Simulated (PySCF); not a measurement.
**LiC, CCSD(T): how much the basis matters**

PySCF, UHF reference; quartet, unpaired electrons σ ↑, π ↑↑; De to Li + C without counterpoise correction. Frozen cores follow the default of each basis and core potential.

```json
{"basis": "3-21G", "relativity": "no relativity", "functions": "18", "Re (Å)": "1.937", "ωe (cm⁻¹)": "710", "De (eV)": "2.15", "frozen orbitals": "1"}
{"basis": "jorge-DZP-DKH", "relativity": "spin-free X2C", "functions": "30", "Re (Å)": "1.939", "ωe (cm⁻¹)": "654", "De (eV)": "2.27", "frozen orbitals": "1"}
{"basis": "aug-pcseg-1", "relativity": "no relativity", "functions": "36", "Re (Å)": "1.900", "ωe (cm⁻¹)": "658", "De (eV)": "2.42", "frozen orbitals": "1"}
{"basis": "x2c-TZVPPall", "relativity": "spin-free X2C", "functions": "50", "Re (Å)": "1.888", "ωe (cm⁻¹)": "698", "De (eV)": "2.52", "frozen orbitals": "1"}
```

(1) How does each smaller set differ from the one with most functions, x2c-TZVPPall?

Correlated steps freeze 1 core orbital. Correlated levels converge slowly with the basis: in double zeta they bind strong bonds too weakly, by up to about 1 eV, and carry superposition errors of some tenths. 3-21G is very small, so such numbers show the basis as much as the molecule. The state was picked by a PBE0 search and need not be the measured ground state.

## Answers

(1) 3-21G: +4.9 pm, +1.7 % in ωe, -0.37 eV in De; jorge-DZP-DKH: +5.1 pm, -6.3 % in ωe, -0.25 eV in De; aug-pcseg-1: +1.2 pm, -5.7 % in ωe, -0.10 eV in De. All at CCSD(T); the set with most functions is neither the basis-set limit nor always the best. The rows treat relativity differently, so the differences are not basis effects alone.
